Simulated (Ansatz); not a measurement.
Worked example: correlation energy of HAlGa, doublet

Geometry: displaced at random from a stationary point.

```xyz
3

Al    0.0844    0.0052    0.3446
Ga   -0.0805    0.0136   -2.3143
H    -0.0039   -0.0188    1.9698
```

Basis cc-pVTZ; Ansatz 0.2.0. Correlated methods freeze the noble-gas cores and the filled d shells of p-block atoms, which leaves 7 electrons in 72 orbitals. Prefix R: restricted or restricted open-shell reference; prefix U: unrestricted. No spin–orbit coupling is included, and no scalar relativity.

Full CI isn't at hand for all of this; UCCSDT(Q) serves as the reference, and is uncertain by the last step of the cluster series or more.

UCCSD has a T1 diagnostic of 0.032 and a largest doubles amplitude of 0.07.

The cluster runs stand on a determinant 0.01 eV above the lowest UHF solution, chosen by a search with trial CCSD; the correlation energy below is counted from it.

Runs differ by some tens of microhartree through their thresholds and, for an open shell, their frozen cores, so steps under 0.03 kcal/mol mean nothing.

| level | total energy (hartree) |
| --- | --- |
| UHF determinant under the cluster runs | -2165.740669 |
| UMP2 | -2165.849960 |
| UCCSD | -2165.880805 |
| UCCSD(T) | -2165.886667 |
| UCCSDT | -2165.888174 |
| UCCSDT(Q) | -2165.888523 |

**Question.** What is the correlation energy at UCCSDT(Q), and what share of it do UMP2 and UCCSDT recover?

**Answer.** E(corr) = -2165.888523 − (-2165.740669) = -0.147854 hartree = -4.023 eV. UMP2: -0.109291 / -0.147854 = 73.92 %. UCCSDT: -0.147505 / -0.147854 = 99.76 %.

**Question.** By how many kcal/mol does UCCSD(T) miss UCCSDT(Q) (1 hartree = 627.509 kcal/mol), and which steps make up the rest?

**Answer.** -2165.886667 − (-2165.888523) = 0.001856 hartree = 1.16 kcal/mol. Steps: UCCSDT − UCCSD(T) = -0.95, UCCSDT(Q) − UCCSDT = -0.22 kcal/mol. Differences between like states or geometries often cancel part of this.
